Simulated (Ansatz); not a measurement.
**Worked example: correlation energy of AsH3, singlet**

Geometry: displaced at random from a stationary point.

| atom | x (Å) | y (Å) | z (Å) |
| --- | --- | --- | --- |
| As | 0.0035 | 0.0012 | -0.0333 |
| H | 1.0978 | 0.0236 | 0.8326 |
| H | -0.7338 | 1.0640 | 0.8145 |
| H | -0.6257 | -1.1802 | 0.8317 |

Basis cc-pVDZ; Ansatz 0.2.0. Correlated methods freeze the noble-gas cores and the filled d shells of p-block atoms, which leaves 8 electrons in 28 orbitals. Prefix R: restricted or restricted open-shell reference. No spin–orbit coupling is included, and no scalar relativity.

Full CI isn't at hand for all of this; RCCSDTQ serves as the reference, and is uncertain by about the last step of the cluster series.

Runs differ by some tens of microhartree through their thresholds, so steps under 0.03 kcal/mol mean nothing.

| level | total energy (hartree) |
| --- | --- |
| RHF | -2235.889284 |
| RMP2 | -2236.013839 |
| RCCSD | -2236.041705 |
| RCCSD(T) | -2236.045001 |
| RCCSDT | -2236.045556 |
| RCCSDT(Q) | -2236.045698 |
| RCCSDTQ | -2236.045717 |

What is the correlation energy at RCCSDTQ, and what share of it do RMP2 and RCCSDT recover?

E(corr) = -2236.045717 − (-2235.889284) = -0.156433 hartree = -4.257 eV. RMP2: -0.124555 / -0.156433 = 79.62 %. RCCSDT: -0.156272 / -0.156433 = 99.90 %.

By how many kcal/mol does RCCSD(T) miss RCCSDTQ (1 hartree = 627.509 kcal/mol), and which steps make up the rest?

-2236.045001 − (-2236.045717) = 0.000716 hartree = 0.45 kcal/mol. Steps: RCCSDT − RCCSD(T) = -0.35, RCCSDT(Q) − RCCSDT = -0.09, RCCSDTQ − RCCSDT(Q) = -0.01 kcal/mol. That is within 1 kcal/mol of the reference in this basis, which itself misses far more of the correlation at the basis-set limit.
